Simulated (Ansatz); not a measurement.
## Ansatz (development build ahead of 0.2.0) run

```yaml
crystal:
  periodic: [false, false, false]
  atoms:
    - { symbol: H, position_ang: [-0.04755, 0.01257, -0.01578] }
    - { symbol: O, position_ang: [1.17536, 0.08387, 0.05522] }
    - { symbol: O, position_ang: [-1.14491, -0.0494, 0.04892] }
    - { symbol: H, position_ang: [1.61056, 0.76458, 0.50362] }
    - { symbol: H, position_ang: [-1.57759, -0.81124, 0.4307] }
    - { symbol: H, position_ang: [1.68824, -0.23826, -0.70344] }
    - { symbol: H, position_ang: [-1.782, 0.24619, -0.70753] }
basis:
  gaussian: { orbitals: aug-cc-pVDZ }
total_charge: 1
hamiltonian:
  xc: hf
correlation:
  method: mp2
  frozen_orbitals: { H: 0, O: 1 }
```

The input is written out in the form of the current development build from the run's settings.

Output:

| Item | Value |
| --- | --- |
| Converged | yes |
| Reference energy | -152.39760 hartree |
| Correlation energy | -0.43897 hartree |
| Total energy | -152.83657 hartree |
| Spin squared of the determinant | 0.000 |
